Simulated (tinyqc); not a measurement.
Inside a calculation. Method: LCCD on RHF in the sto-3g basis, frozen core, for H2O, spin multiplicity 1. One step of it, computed by the program tinyqc.

Problem. Integrals over molecular orbitals. (pq|rs) = sum C_ip C_jq C_kr C_ls (ij|kl), one index at a time.

coefficients C:
```
              MO1        MO2        MO3        MO4       MO5        MO6        MO7
1O 1s    0.994043  -0.232660  -0.002967   0.096835  0.000000  -0.140371   0.009516
1O 2s    0.027243   0.826078   0.016168  -0.508090  0.000000   0.950809  -0.074695
1O 2px   0.000000   0.000000   0.000000   0.000000  1.000000   0.000000   0.000000
1O 2py  -0.000166  -0.006354   0.595419   0.003605  0.000000   0.055084   1.034139
1O 2pz   0.004189   0.125671  -0.006424   0.815993  0.000000   0.678530  -0.042372
2H 1s   -0.006163   0.158698   0.437622   0.258933  0.000000  -0.864420  -0.801479
3H 1s   -0.006456   0.166825  -0.435153   0.249212  0.000000  -0.782307   0.914272
```

core Hamiltonian H = T + V (hartree), lower triangle:
```
             1O 1s      1O 2s     1O 2px     1O 2py     1O 2pz      2H 1s      3H 1s
1O 1s   -32.750663
1O 2s    -7.619846  -9.361583
1O 2px    0.000000   0.000000  -7.479480
1O 2py    0.000601   0.005639   0.000000  -7.668109
1O 2pz   -0.017579  -0.204706   0.000000   0.002819  -7.555866
2H 1s    -1.813484  -3.831845   0.000000  -2.204545  -1.465810  -5.121192
3H 1s    -1.902255  -3.959279   0.000000   2.256180  -1.498755  -1.527417  -5.201408
```

Two-electron integrals (ij|kl) in chemists' order, unique and non-zero (hartree):
```
(11|11) 4.785065    (21|11) 0.741380    (21|21) 0.136873    (22|11) 1.118947
(22|21) 0.256633    (22|22) 0.817206    (31|31) 0.024477    (32|31) 0.037809
(32|32) 0.180518    (33|11) 1.115814    (33|21) 0.256684    (33|22) 0.817023
(33|33) 0.880159    (41|41) 0.024477    (42|41) 0.037809    (42|42) 0.180518
(43|43) 0.047444    (44|11) 1.115814    (44|21) 0.256684    (44|22) 0.817023
(44|33) 0.785270    (44|44) 0.880159    (51|51) 0.024477    (52|51) 0.037809
(52|52) 0.180518    (53|53) 0.047444    (54|54) 0.047444    (55|11) 1.115814
(55|21) 0.256684    (55|22) 0.817023    (55|33) 0.785270    (55|44) 0.785270
(55|55) 0.880159    (61|11) 0.178024    (61|21) 0.032569    (61|22) 0.060609
(61|33) 0.060494    (61|41) 0.001261    (61|42) 0.002352    (61|44) 0.060743
(61|51) 0.000803    (61|52) 0.001497    (61|54) 0.000158    (61|55) 0.060595
(61|61) 0.007850    (62|11) 0.414062    (62|21) 0.096072    (62|22) 0.336493
(62|33) 0.330943    (62|41) 0.006050    (62|42) 0.045361    (62|44) 0.342570
(62|51) 0.003851    (62|52) 0.028871    (62|54) 0.007400    (62|55) 0.335653
(62|61) 0.023268    (62|62) 0.168608    (63|31) 0.010280    (63|32) 0.059009
(63|43) 0.009531    (63|53) 0.006066    (63|63) 0.024624    (64|11) 0.244583
(64|21) 0.057509    (64|22) 0.215155    (64|33) 0.205296    (64|41) 0.013472
(64|42) 0.086658    (64|44) 0.231674    (64|51) 0.002031    (64|52) 0.017598
(64|54) 0.010723    (64|55) 0.208260    (64|61) 0.014572    (64|62) 0.130953
(64|64) 0.125217    (65|11) 0.155672    (65|21) 0.036603    (65|22) 0.136941
(65|33) 0.130666    (65|41) 0.002031    (65|42) 0.017598    (65|44) 0.135323
(65|51) 0.011573    (65|52) 0.070210    (65|54) 0.012495    (65|55) 0.144685
(65|61) 0.009275    (65|62) 0.083349    (65|64) 0.064025    (65|65) 0.065374
(66|11) 0.539092    (66|21) 0.127115    (66|22) 0.508640    (66|33) 0.487904
(66|41) 0.010788    (66|42) 0.109798    (66|44) 0.531739    (66|51) 0.006866
(66|52) 0.069884    (66|54) 0.027900    (66|55) 0.505662    (66|61) 0.031096
(66|62) 0.314433    (66|64) 0.279064    (66|65) 0.177618    (66|66) 0.774606
(71|11) 0.186867    (71|21) 0.034181    (71|22) 0.063584    (71|33) 0.063466
(71|41) -0.001319   (71|42) -0.002458   (71|44) 0.063724    (71|51) 0.000839
(71|52) 0.001564    (71|54) -0.000165   (71|55) 0.063570    (71|61) 0.008095
(71|62) 0.023553    (71|64) 0.013438    (71|65) 0.009392    (71|66) 0.031035
(71|71) 0.008645    (72|11) 0.428598    (72|21) 0.099417    (72|22) 0.347479
(72|33) 0.341806    (72|41) -0.006245   (72|42) -0.046553   (72|44) 0.353692
(72|51) 0.003974    (72|52) 0.029619    (72|54) -0.007562   (72|55) 0.346618
(72|61) 0.023233    (72|62) 0.139797    (72|64) 0.074940    (72|65) 0.066982
(72|66) 0.213096    (72|71) 0.025256    (72|72) 0.178843    (73|31) 0.010713
(73|32) 0.061221    (73|43) -0.009814   (73|53) 0.006244    (73|63) 0.019772
(73|73) 0.026320    (74|11) -0.250834   (74|21) -0.058971   (74|22) -0.220190
(74|33) -0.210070   (74|41) 0.013986    (74|42) 0.089411    (74|44) -0.237166
(74|51) -0.002082   (74|52) -0.017935   (74|54) 0.010995    (74|55) -0.213093
(74|61) -0.013122   (74|62) -0.073956   (74|64) -0.020353   (74|65) -0.034624
(74|66) -0.099277   (74|71) -0.015682   (74|72) -0.137665   (74|74) 0.131156
(75|11) 0.159593    (75|21) 0.037520    (75|22) 0.140095    (75|33) 0.133656
(75|41) -0.002082   (75|42) -0.017935   (75|44) 0.138408    (75|51) 0.012038
(75|52) 0.072632    (75|54) -0.012837   (75|55) 0.148068    (75|61) 0.009185
(75|62) 0.066552    (75|64) 0.034831    (75|65) 0.051166    (75|66) 0.111152
(75|71) 0.009977    (75|72) 0.087589    (75|74) -0.066701   (75|75) 0.068759
(76|11) 0.154131    (76|21) 0.036017    (76|22) 0.134841    (76|33) 0.132120
(76|41) 0.000018    (76|42) 0.000200    (76|44) 0.135173    (76|51) 0.002355
(76|52) 0.020240    (76|54) 0.000049    (76|55) 0.137091    (76|61) 0.008609
(76|62) 0.065086    (76|64) 0.043735    (76|65) 0.036141    (76|66) 0.121353
(76|71) 0.009028    (76|72) 0.066793    (76|74) -0.044252   (76|75) 0.036814
(76|76) 0.029820    (77|11) 0.549036    (77|21) 0.129419    (77|22) 0.516051
(77|33) 0.495006    (77|41) -0.011090   (77|42) -0.111621   (77|44) 0.539510
(77|51) 0.007056    (77|52) 0.071018    (77|54) -0.028315   (77|55) 0.513021
(77|61) 0.030114    (77|62) 0.209224    (77|64) 0.098825    (77|65) 0.109857
(77|66) 0.331204    (77|71) 0.033217    (77|72) 0.325665    (77|74) -0.286564
(77|75) 0.182326    (77|76) 0.121353    (77|77) 0.774606
```

Give: one-electron integrals over orbitals h = C^T H C; Two-electron integrals over orbitals.

Solution.

one-electron integrals over orbitals h = C^T H C (hartree), lower triangle:
```
          1        2        3        4        5        6        7
1  -32.7326
2    0.5605  -7.6840
3    0.0072  -0.0018  -6.4215
4   -0.2198   0.3898   0.0239  -7.1026
5    0.0000   0.0000   0.0000   0.0000  -7.4795
6    0.3259  -1.3973  -0.1174  -0.9811   0.0000  -5.2553
7   -0.0220   0.1042  -1.7358   0.0351   0.0000  -0.0232  -5.6461
```

Two-electron integrals over orbitals (pq|rs), unique and non-zero (hartree); the lowest 1 orbital is frozen and left out:
```
(22|22) 0.7258      (32|22) -0.0036     (32|32) 0.1480      (33|22) 0.6461
(33|32) 0.0021      (33|33) 0.6376      (42|22) 0.0077      (42|32) -3.49e-04
(42|33) 0.0073      (42|42) 0.1248      (43|22) -0.0020     (43|32) 0.0193
(43|33) -0.0007     (43|42) 0.0022      (43|43) 0.0441      (44|22) 0.6860
(44|32) 0.0016      (44|33) 0.6058      (44|42) -0.1051     (44|43) -0.0035
(44|44) 0.8097      (52|52) 0.1444      (53|52) 0.0014      (53|53) 0.0291
(54|52) -0.0438     (54|53) -0.0008     (54|54) 0.0556      (55|22) 0.7472
(55|32) 0.0007      (55|33) 0.6312      (55|42) -0.0614     (55|43) -0.0031
(55|44) 0.7415      (55|55) 0.8802      (62|22) 0.1406      (62|32) 0.0038
(62|33) 0.0722      (62|42) 0.0212      (62|43) -0.0020     (62|44) 0.1000
(62|55) 0.1610      (62|62) 0.1008      (63|22) 0.0112      (63|32) -0.0474
(63|33) 0.0059      (63|42) -0.0039     (63|43) -0.0274     (63|44) 0.0103
(63|55) 0.0132      (63|62) 0.0067      (63|63) 0.0772      (64|22) 0.0897
(64|32) -0.0043     (64|33) 0.0398      (64|42) -0.0146     (64|43) -0.0011
(64|44) 0.1090      (64|55) 0.1035      (64|62) 0.0621      (64|63) 0.0078
(64|64) 0.0580      (65|52) 0.0623      (65|53) 0.0021      (65|54) -0.0033
(65|65) 0.0398      (66|22) 0.6054      (66|32) 0.0113      (66|33) 0.5703
(66|42) 0.0619      (66|43) 0.0054      (66|44) 0.5436      (66|55) 0.5817
(66|62) 0.0886      (66|63) -0.0049     (66|64) 0.0420      (66|66) 0.5902
(72|22) -0.0106     (72|32) 0.0399      (72|33) -0.0041     (72|42) 0.0005
(72|43) -0.0310     (72|44) -0.0086     (72|55) -0.0119     (72|62) -0.0034
(72|63) 0.0350      (72|64) -0.0051     (72|66) -0.0064     (72|72) 0.0616
(73|22) 0.1404      (73|32) 0.0045      (73|33) 0.0929      (73|42) -0.0687
(73|43) -0.0011     (73|44) 0.1691      (73|55) 0.1898      (73|62) 0.0792
(73|63) 0.0053      (73|64) 0.0673      (73|66) 0.0373      (73|72) -0.0077
(73|73) 0.1480      (74|22) -0.0017     (74|32) -0.0729     (74|33) -0.0030
(74|42) -0.0007     (74|43) 0.0068      (74|44) -0.0040     (74|55) -0.0035
(74|62) -0.0045     (74|63) 0.0427      (74|64) 0.0017      (74|66) -0.0084
(74|72) -0.0170     (74|73) -0.0053     (74|74) 0.0637      (75|52) -0.0043
(75|53) 0.0238      (75|54) 0.0006      (75|65) -0.0010     (75|75) 0.0249
(76|22) -0.0019     (76|32) 0.1044      (76|33) 0.0040      (76|42) -0.0042
(76|43) 0.0435      (76|44) 0.0047      (76|55) 0.0019      (76|62) -0.0007
(76|63) -0.0707     (76|64) -0.0045     (76|66) 0.0121      (76|72) -0.0076
(76|73) 0.0075      (76|74) -0.0550     (76|76) 0.1198      (77|22) 0.6292
(77|32) -0.0130     (77|33) 0.6155      (77|42) -0.0155     (77|43) -0.0059
(77|44) 0.6196      (77|55) 0.6332      (77|62) 0.0712      (77|63) 0.0152
(77|64) 0.0403      (77|66) 0.5630      (77|72) -0.0050     (77|73) 0.1009
(77|74) 0.0055      (77|76) -0.0108     (77|77) 0.6291
```
